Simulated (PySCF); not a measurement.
## TDDFT excited states: C5H6O

Compound: C5H6O.
SMILES: `C1=CC(CO1)=C`

Computed, not measured: TDDFT wB97X-D/def2-SVPD, vertical, gas phase, core orbitals frozen in the response (PySCF 2.14.0, density-fitted response routines). Geometry: GFN2-xTB; no solvent, vibrations or thermal averaging.

Question: Predict the UV-vis stick spectrum at this level.

Answer: 

```tsv
state	λ (nm)	E (eV)	f	|μ| (D)	symmetry	main configurations (H = HOMO, L = LUMO)
S1	245.2	5.06	0.361	4.34	A′	H→L (97%)
S2	204.6	6.06	0.0010	0.21	–	H→L+1 (92%)
S3	187.0	6.63	0.024	0.99	A″	H→L+2 (89%)
S4	179.1	6.92	0.0097	0.61	A′	H→L+4 (93%)
S5	177.0	7.00	0.0000	0.04	–	H→L+3 (90%)
S6	168.4	7.36	0.0046	0.40	A″	H→L+5 (70%), H→L+6 (14%)
S7	164.5	7.54	0.0011	0.20	–	H-2→L (96%)
S8	161.9	7.66	0.039	1.16	A′	H-1→L (86%)
```

Triplets, Tamm–Dancoff:

| state | E (eV) | λ (nm) | main configurations (H = HOMO, L = LUMO) |
| --- | --- | --- | --- |
| T1 | 3.04 | 407.9 | H→L (95%) |
| T2 | 5.05 | 245.4 | H→L+4 (52%), H-1→L (39%) |
| T3 | 6.07 | 204.1 | H→L+1 (93%) |

The lowest singlet comes at 245 nm (488 kJ/mol) in the ultraviolet; it is strong; its leading configuration is HOMO→LUMO (97%). The lowest level is also the most intense of those listed (f = 0.361). Löwdin shares by element: HOMO carbon 58% or more, oxygen 17% (atoms not listed hold the other 26%); LUMO carbon 73% or more (atoms not listed hold the other 27%). Of the 8 states listed, 3 reach f = 0.01 and 1 stays under 0.0005. Weighted by f, the mean energy of these states is 5.45 eV. Orbital energies (eV): HOMO-3 -12.14, HOMO-2 -11.49, HOMO-1 -10.81, HOMO -7.69, LUMO 1.18, LUMO+1 2.42, LUMO+2 2.91. Symmetry labels in Cs follow from the direction of the transition dipole and are given only for states with f of 0.002 or more. Only the lowest 8 singlets were computed, as vertical energies without vibronic structure.
